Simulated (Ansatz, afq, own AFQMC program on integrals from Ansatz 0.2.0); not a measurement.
**Where AFQMC and coupled cluster stand for CuCl⁺, quartet**

```xyz
2

Cu    0.0000    0.0000    0.0000
Cl    0.0000    0.0000    2.1406
```

Basis def2-SVP. Noble-gas cores (and the filled d shells of Ga–Kr and In–Xe) are frozen. Ansatz 0.2.0 and our own AFQMC program on the same integrals; the CISD trial comes from CCSD amplitudes, and released means the phaseless constraint is let go. Error bars are statistical, one sigma. The metal's outer-core s and p shells are frozen, which shifts wave-function levels against functionals.

Determinant: UHF, the one that the program's search chose, which needn't be the lowest solution. The geometry is a PBE0/def2-TZVP stationary point of this or a neighbouring charge and spin state.

No full CI on the walks' own integrals is used here. The released AFQMC energy serves as the reference, which it does only where one determinant dominates, the energy is flat over the last release times and near the phaseless one (40 meV or 2 meV an electron, half that with transition metals). On small molecules, where full CI could be run and the noise was under 10 meV, such values lay within 10 meV of it in 19 cases of 20, a flattering rate, since the rule was set on those same cases; what remains of the bias isn't in the error bar.

Cautions: no relativity below Rb; outer-core shells of the metal frozen; another spin lies lower; the released value is read at 1.20 1/Eh, later times being too noisy (meV from the phaseless value at times in 1/Eh: -6 ± 6 at 0.24, -12 ± 4 at 0.60, -10 ± 7 at 1.20, -22 ± 8 at 1.80, -16 ± 11 at 2.60); released reference can be 30 meV off for metals.

The T1 diagnostic is 0.0216, the weight of the determinant in the CISD state is 0.900 and the ⟨S²⟩ of the determinant is 3.758. The size of the correlated space is 17 electrons in 35 orbitals.

Reference: AFQMC with the constraint released, correlation energy -8.872 ± 0.007 eV.

| level | E − E(reference) (kJ/mol) | share of correlation (%) |
| --- | --- | --- |
| HF | 856.0 ± 0.6 | 0.00 |
| MP2 | 55.9 ± 0.6 | 93.47 |
| CCSD | 22.7 ± 0.6 | 97.35 |
| CCSD(T) | -0.4 ± 0.6 | 100.05 |
| ph-AFQMC/CISD | 1.0 ± 0.7 | 99.89 |

A walk keeps the symmetry of its determinant, which the program's search chose and which needn't be the lowest solution, so a lower state of the same spin and another symmetry isn't excluded. Released energies are given only where the last usable release times agree within the noise; a slower fall can still hide under it.
